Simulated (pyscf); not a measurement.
PySCF, gas phase, ωB97X-D3(BJ)/def2-SVP geometries. Correlated levels are frozen-core, on RHF or UHF. ΔMP2 is the change of the MP2 total energy from the triple- to the quadruple-zeta basis.

Q: For methane (CH₄) + SeH• → H₃C–SeH + H atom (H•), a substitution at C (doublet surface; C–H broken, C–Se formed), PBE/def2-TZVP gives ΔE‡ = 47.0 kcal/mol and ΔE = +38.3 kcal/mol (zero: the separated reactants). In which direction and how far do PBE0-D3(BJ)/def2-TZVP, M06-2X/def2-TZVP, CCSD(T)/def2-TZVPP + ΔMP2(QZVPP) move these?

A: PBE0-D3(BJ): ΔE‡ = 50.9 kcal/mol, ΔE = +38.9 kcal/mol; M06-2X: ΔE‡ = 57.9 kcal/mol, ΔE = +43.6 kcal/mol; CCSD(T): ΔE‡ = 55.9 kcal/mol, ΔE = +41.2 kcal/mol. PBE's barrier lies under all of them, by 3.9 to 10.9 kcal/mol. Its reaction energy lies under all of them, by 0.6 to 5.2 kcal/mol. Low barriers are usual for a GGA, whose delocalisation error favours stretched bonds. This is the saddle that the search found; another between the same sides may lie lower. The angle at the attacked C is 180°. The CCSD(T) − MP2 part came from Ansatz, without density fitting, on the same reference. A UHF reference is spin-contaminated (<S²> up to 0.86), which harms MP2 most. The frozen core leaves the outer d or s,p core shells of the metals and heavy elements correlated in the MP2 and CC values, and def2-TZVPP describes them poorly, which can shift differences by a few kcal/mol. Left out: the spin-orbit lowering of SeH, which is large for Br, Se, Te and I. Elements up to Kr have no core potential and no relativistic terms here.
